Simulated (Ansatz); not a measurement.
A calculation with Ansatz (development build ahead of 0.2.0).

```yaml
crystal:
  periodic: [false, false, false]
  atoms:
    - { symbol: O, position_ang: [-1.4252, -0.0318, 0.3355] }
    - { symbol: H, position_ang: [-1.9042, -0.6642, -0.2084] }
    - { symbol: H, position_ang: [-0.5114, -0.1106, 0.0156] }
    - { symbol: O, position_ang: [1.3438, 0.0205, -0.3263] }
    - { symbol: H, position_ang: [1.6664, -0.1097, 0.5732] }
    - { symbol: H, position_ang: [1.4005, 0.9748, -0.4535] }
basis:
  gaussian: { orbitals: def2-SVP }
total_charge: 1
magnetization:
  spin_polarized: true
  initial_magnetization: 1
hamiltonian:
  xc: pbe0
output:
  forces: true
```

The input is written out in the form of the current development build from the run's settings.

Output:

```yaml
Converged: yes
Total_energy: -152.15520 hartree
Spin_squared_of_the_determinant: 0.754
Stability_test: minimum
```

Forces (eV/Å):
| atom | Fx | Fy | Fz |
| --- | --- | --- | --- |
| O1 | -0.639 | 0.611 | 1.063 |
| H2 | -1.030 | -0.971 | -0.600 |
| H3 | 1.922 | 0.382 | -0.806 |
| O4 | -1.174 | -0.360 | 0.215 |
| H5 | 0.607 | -0.238 | 0.415 |
| H6 | 0.314 | 0.575 | -0.286 |
